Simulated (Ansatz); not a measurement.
# NH₃ (triplet): the correlation ladder at distance H1–H2 along a hydrogen transfer = 0.820 Å, cc-pVDZ

How much of the correlation energy of NH₃ (triplet) does each wave-function method recover here?

Program: Ansatz 0.2.0, Gaussian basis. Level of theory: cc-pVDZ, core rule «outside noble gas», up to 1 orbitals frozen. These are calculated values, not measurements.

To be run: UHF; CCSD(T) on ROHF; CCSD(T) on UHF; BCCD(T) on ROHF; CISD; CCSDT(Q) on ROHF; CCSDT(Q) on UHF; CISDTQ; CCSDTQ on ROHF; CCSDTQ on UHF; CASSCF and MRCISD+Q, 4 electrons in 4 orbitals; CASSCF and NEVPT2, 4 electrons in 4 orbitals; CASSCF and MRCISD+Q, 8 electrons in 7 orbitals; CASSCF and NEVPT2, 8 electrons in 7 orbitals; Full CI.

## Step 1: The system

The geometry derives from fragments relaxed apart (PBE0/def2-TZVP) and kept rigid, so it is no stationary point. A hydrogen atom is moved between rigid fragments.

4 atoms, charge 0, spin multiplicity 3.

Atoms are counted from 1 here; the program's logs count them from 0.

Bond lengths: H1–H2 0.820 Å, N3–H4 1.040 Å.

## Step 2: UHF

in.yaml reads:

```yaml
crystal:
  periodic: [false, false, false]
  atoms:
    - {symbol: H, position_ang: [-2.101907, 0.059434, 0.000000]}
    - {symbol: H, position_ang: [-1.281907, 0.059434, 0.000000]}
    - {symbol: N, position_ang: [0.209093, 0.059434, 0.000000]}
    - {symbol: H, position_ang: [0.478175, -0.944792, 0.000000]}
basis:
  gaussian: {orbitals: cc-pVDZ}
magnetization: {spin_polarized: true, initial_magnetization: 2}
hamiltonian: {xc: hf}
output: {orbitals: {seedname: orbitals}}
```

Launch:

```
$ ansatz run in.yaml --threads 1 --pin off --events-out ev --progress --plain --max-ram 2880MiB --backend cpu
```

After this run come: CCSD(T) on ROHF; CCSD(T) on UHF; BCCD(T) on ROHF; CISD; CCSDT(Q) on ROHF; CCSDT(Q) on UHF; CISDTQ; CCSDTQ on ROHF; CCSDTQ on UHF; CASSCF and MRCISD+Q, 4 electrons in 4 orbitals; CASSCF and NEVPT2, 4 electrons in 4 orbitals; CASSCF and MRCISD+Q, 8 electrons in 7 orbitals; CASSCF and NEVPT2, 8 electrons in 7 orbitals; Full CI.

Q: Predict the results of all the runs planned. Wanted: FCI below the RHF energy; RMP2 from FCI; UMP2 from FCI; RCCSD from FCI; RCCSD(T) from FCI; UCCSD(T) from FCI; RCCSDT(Q) from FCI; UCCSDT(Q) from FCI; MRCISD+Q pair from FCI.

As calculated:

```
                         quantity                                                                                                                         value
         FCI below the RHF energy                                                                                                                    -4.8934 eV
                    RMP2 from FCI                                                                                                                    +864.3 meV
                    UMP2 from FCI                                                                                                                    +851.0 meV
                   RCCSD from FCI                                                                                                                     +88.5 meV
                RCCSD(T) from FCI                                                                                                                     +16.9 meV
                UCCSD(T) from FCI                                                                                                                     +15.8 meV
               RCCSDT(Q) from FCI                                                                                                                       0.0 meV
               UCCSDT(Q) from FCI                                                                                                                      -1.2 meV
           MRCISD+Q pair from FCI                                                                                                                     -10.7 meV
          NEVPT2 valence from FCI                                                                                                                    +705.7 meV
        MRCISD+Q valence from FCI                                                                                                                      +1.6 meV
levels within 1 kcal/mol (43 meV)  RCCSD(T), UCCSD(T), BCCD(T), RCCSDT, UCCSDT, CISDTQ, RCCSDT(Q), UCCSDT(Q), RCCSDTQ, UCCSDTQ, MRCISD+Q pair, MRCISD+Q valence
                    T1 diagnostic                                                                                                                         0.027
   effectively unpaired electrons                                                                                                                          2.03
```

RCCSD(T) lands +16.9 meV from the yardstick (0.3 % of the correlation energy). MRCISD+Q pair falls below full CI: the +Q correction isn't variational, and the cores differ from full CI's. One determinant dominates. Of the multireference levels listed MRCISD+Q valence comes nearest in total energy (+1.6 meV), which doesn't show that its space is the better one. These misses are within one basis, not against nature; the frozen cores of restricted and unrestricted runs differ, which can shift their rows.
